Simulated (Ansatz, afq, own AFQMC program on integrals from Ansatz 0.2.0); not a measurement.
Integrals from Ansatz 0.2.0, then the random walk in our own AFQMC program (afq).

```yaml
crystal:
  periodic: [false, false, false]
  atoms:
    - {symbol: Ge, position_ang: [0.000000, 0.000000, 0.000000]}
    - {symbol: Al, position_ang: [0.000000, 0.000000, 2.981000]}
basis:
  gaussian: {orbitals: cc-pVDZ}
magnetization: {spin_polarized: true, initial_magnetization: 3}
correlation: {method: ccsd_t, electrons: outside_noble_gas, hamiltonian_folder: ham}
```

```sh
$ ansatz run in.yaml --threads 1 --pin off --events-out ev --progress --plain --max-ram 16896MiB --backend cuda --devices 0, --max-vram 18GiB
```

Options of the walk:

```
--method phaseless --trial cisd --walkers 4000 --populations 20 --least-time 60 --time-step 0.005 --steps-per-block 50 --equilibration-blocks 28 --max-blocks 4000 --target-error 0.00016 --factor-cut 1e-05 --start spin_pure --seed 388 --release-times 0.24,0.51,0.99,1.62,2.4 --release-step 0.03 --release-every 3 --taylor-order 6
```

Times are imaginary, in 1/Eh. The walk had a cap of 122 s. With eight or more populations the least sampling time is a fifth of least-time, and the error comes from their spread. Filled inner d shells are frozen with the cores.

```
orbitals 26  electrons 5 2  factors 177 of 511
reference energy -2317.20963574 Eh
CCSD correlation -0.11752585 Eh in 14 cycles, weight of the determinant in the CISD state 0.8505
energy of the start -2317.326718 Eh
 block  time / (1/Eh)  mean weight  energy / Eh
     1     0.250  1.0000  -2317.325964
     2     0.500  0.9999  -2317.326137
     3     0.750  0.9998  -2317.326697
     4     1.000  0.9999  -2317.327340
     5     1.250  1.0000  -2317.327899
    12     3.000  0.9999  -2317.331028
    19     4.750  1.0000  -2317.332162
    21     5.250  1.0002  -2317.331744
    26     6.500  1.0000  -2317.332521
    33     8.250  1.0002  -2317.332892
    37     9.250  0.9999  -2317.333378
    40    10.000  1.0001  -2317.333045
    47    11.750  0.9999  -2317.332727
    54    13.500  1.0000  -2317.332968
    61    15.250  1.0000  -2317.332880
    68    17.000  1.0000  -2317.332387
    75    18.750  1.0001  -2317.332691
    78    19.500  1.0001  -2317.332547
error from the spread of 20 populations
released: time / (1/Eh)  energy / Eh  error  mean overlap
  0.24  -2317.332892  0.000106  1.0001
  0.51  -2317.333159  0.000102  1.0002
  0.99  -2317.333421  0.000085  0.9990
  1.62  -2317.333556  0.000104  0.9975
  2.40  -2317.333772  0.000099  0.9971
energy -2317.332772 +/- 0.000123 Eh
(rows thinned)
```

Problem. Estimate how long the walk took on 1 × NVIDIA H100 80GB HBM3 with 2 threads of AMD EPYC 7R13 Processor (Zen 3) (shared host) (the card was shared).

Solution. 19 s of wall time.

The run passed its tests (sampling time, drift between the halves within three errors, error under three times the target), which doesn't prove that it has relaxed.

Against this walk (error 3.3 meV) on the same determinant: CCSD(T) 22.5 meV higher, CCSDT(Q) 41.5 meV lower, CCSDTQ 39.6 meV lower, full CI 39.7 meV lower. The error is statistical and leaves out the bias of the constraint. The released energies are still falling (meV from the phaseless value at times in 1/Eh: -3 ± 3 at 0.24, -11 ± 3 at 0.51, -17.7 ± 2.3 at 0.99, -21 ± 3 at 1.62, -27 ± 3 at 2.40), so they give no level; they do show a bias of the constraint, and the last of them that isn't too noisy lies 12 meV above full CI. Full CI is exact here, so the walk's 40 meV above it is the walk's own error: the bias of the constraint with this trial.

Cautions: constraint bias not in the error; no relativity below Rb; no spin-orbit coupling; inner d shell frozen; lower spins were not checked; raised T1 diagnostic (T1 0.047, weight of the determinant 0.85, largest double 0.07).

CCSDT and higher add their correlation energy to the determinant of the CCSD(T) run, since their own runs factorise the integrals more tightly (a shift of under 2 meV). A walk keeps the symmetry of its determinant, which the program's search chose and which needn't be the lowest solution, so a lower state of the same spin and another symmetry isn't excluded.
